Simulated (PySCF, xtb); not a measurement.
CN, charge -1, multiplicity 1. Atoms are numbered in the order given.

```xyz
2

C      0.0000     0.0000    -0.6300
N      0.0000     0.0000     0.5400
```
Charge -1, spin multiplicity 1.

Coordinates come from a B3LYP-D3(BJ)/def2-TZVPD optimisation.

Computed with PySCF with IEF-PCM-B3LYP/def2-TZVPD.

The values are the electrostatic part of the solvation free energy, E(continuum) − E(gas) at the gas-phase geometry, in a cavity of scaled van der Waals radii (PySCF's table); cavitation and dispersion terms are not included. In vacuum the orbital gap is 6.83 eV.

| solvent | ε | ΔG(elec) (kcal/mol) | gap (eV) |
|---|---|---|---|
| water | 78.36 | -68.9 | 8.24 |
| acetone | 20.49 | … | … |
| ethylethanoate | 5.99 | -58.0 | 8.03 |

Question: Some entries are withheld; supply them. (An estimate is asked for; the answer gives what the named calculation found.)

Answer: 
- acetone, ΔG(elec) (kcal/mol): -66.4
- acetone, gap (eV): 8.20

For comparison, GFN2-xTB/ALPB(water) (xtb, at the GFN2-xTB geometry, all terms of that model) gives -78.8 kcal/mol.
